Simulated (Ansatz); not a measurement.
Multireference treatment of H4N2, singlet

Calculated in Ansatz's Gaussian-basis code; NEVPT3, NEVPT4(SD), MRCISD by development code. Basis cc-pVTZ, nonrelativistic, 2 orbitals frozen in the corrections. State-specific CASSCF; RHF is the lowest restricted (open-shell) Hartree–Fock solution met. Letters tell apart solutions met in one space. No symmetry is imposed, so a solution can break that of the shape. No proof that the lowest CASSCF solution was found.

Geometry:

```xyz
6

N     0.1031    0.0777    0.7115
N    -0.1031    0.0777   -0.7115
H     0.3656   -0.8479    1.0512
H    -0.7942    0.3041    1.1306
H    -0.3656   -0.8479   -1.0512
H     0.7942    0.3041   -1.1306
```

CASSCF less RHF, in eV, and natural occupations:

```json
{"CAS": "(2,2) a", "CASSCF": "-0.629", "occupations": "1.97, 0.03"}
{"CAS": "(2,2) b", "CASSCF": "-0.517", "occupations": "1.98, 0.02"}
```

(1) What totals less RHF do the corrections give on each solution?

(2) In CAS(2,2), is the solution lowest in CASSCF also lowest after SC-NEVPT2?

(3) How do single-reference totals in the same basis and frozen core stand against SC-NEVPT2 in CAS(2,2) a?

(4) Roughly how much CPU time does a whole run from the default start take (median of such runs, summed over threads; nearly all runs on one pinned thread of a shared server, mostly Xeon at 2.3 to 2.6 GHz, by a development driver)?

Results:

(1) 

| CAS | SC-NEVPT2 | FIC-NEVPT2 | NEVPT3 | NEVPT4(SD) | MRCISD |
| --- | --- | --- | --- | --- | --- |
| (2,2) a | -11.864 | -11.866 | -12.370 | -12.735 | -11.540 |
| (2,2) b | -11.907 | -11.909 | -12.364 | -12.731 | -11.509 |

(2) No: (2,2) b is lowest after SC-NEVPT2, 0.04 eV under (2,2) a, which leads in CASSCF.

(3) CCSD(T) -1.067 eV. Coupled cluster stands on the determinant that it favours, which can lie over the RHF solution above, and is in doubt where the occupations are far from 0, 1 and 2.

(4) CAS(2,2) b: about 4.1 s. Other jobs ran beside these, and the count of passes differs.
